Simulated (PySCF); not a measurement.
Simulated Si 2p region for SiFH3, `F[SiH3]`, binding energy against the vacuum level.

Every computed line was given a Gaussian of 0.7 eV full width at half maximum and an area set by the number of equivalent atoms (split 2:1 within a doublet); the highest printed point is 100. Computed with delta-SCF UKS SCAN, pcX-2 on the ionised atom, pcseg-1 elsewhere, spin-free X2C in PySCF.

```json
{"binding energy (eV)": "107.5", "intensity": "0"}
{"binding energy (eV)": "107.6", "intensity": "1"}
{"binding energy (eV)": "107.7", "intensity": "3"}
{"binding energy (eV)": "107.8", "intensity": "7"}
{"binding energy (eV)": "107.9", "intensity": "14"}
{"binding energy (eV)": "108.0", "intensity": "26"}
{"binding energy (eV)": "108.1", "intensity": "42"}
{"binding energy (eV)": "108.2", "intensity": "61"}
{"binding energy (eV)": "108.3", "intensity": "80"}
{"binding energy (eV)": "108.4", "intensity": "94"}
{"binding energy (eV)": "108.5", "intensity": "100"}
{"binding energy (eV)": "108.6", "intensity": "98"}
{"binding energy (eV)": "108.7", "intensity": "90"}
{"binding energy (eV)": "108.8", "intensity": "81"}
{"binding energy (eV)": "108.9", "intensity": "72"}
{"binding energy (eV)": "109.0", "intensity": "65"}
{"binding energy (eV)": "109.1", "intensity": "58"}
{"binding energy (eV)": "109.2", "intensity": "50"}
{"binding energy (eV)": "109.3", "intensity": "40"}
{"binding energy (eV)": "109.4", "intensity": "30"}
{"binding energy (eV)": "109.5", "intensity": "20"}
{"binding energy (eV)": "109.6", "intensity": "12"}
{"binding energy (eV)": "109.7", "intensity": "6"}
{"binding energy (eV)": "109.8", "intensity": "3"}
{"binding energy (eV)": "109.9", "intensity": "1"}
{"binding energy (eV)": "110.0", "intensity": "1"}
{"binding energy (eV)": "110.1", "intensity": "0"}
```

Count the maxima, the lines and the sites behind this envelope.

The curve has 1 maximum (at 108.5 eV). Under it lie 2 lines from 1 inequivalent silicon site, drawn as a 2p3/2, 2p1/2 pair. At this width some lines have no maximum of their own.

Decompose the envelope and assign each component. Bonds: Si1–F2. Hydrogens: H3, H4, H5 on Si1.

```csv
position (eV),relative area,line,atoms,environment
108.48,0.67,Si 2p3/2,Si1,silicon bonded to F and 3 H
109.11,0.33,Si 2p1/2,Si1,silicon bonded to F and 3 H
```

The curve has no shake-up lines and no vibrational structure. 2p3/2 and 2p1/2 are the ΔSCF energy of one spin-free 2p hole plus the eigenvalues of a spin–orbit and ligand-field matrix of the shell. 2p1/2 minus 2p3/2 (ligand field included): Si 0.63 eV. Geometry: PBE0-D3(BJ)/def2-SVP; no solvent, vibrations or thermal averaging.
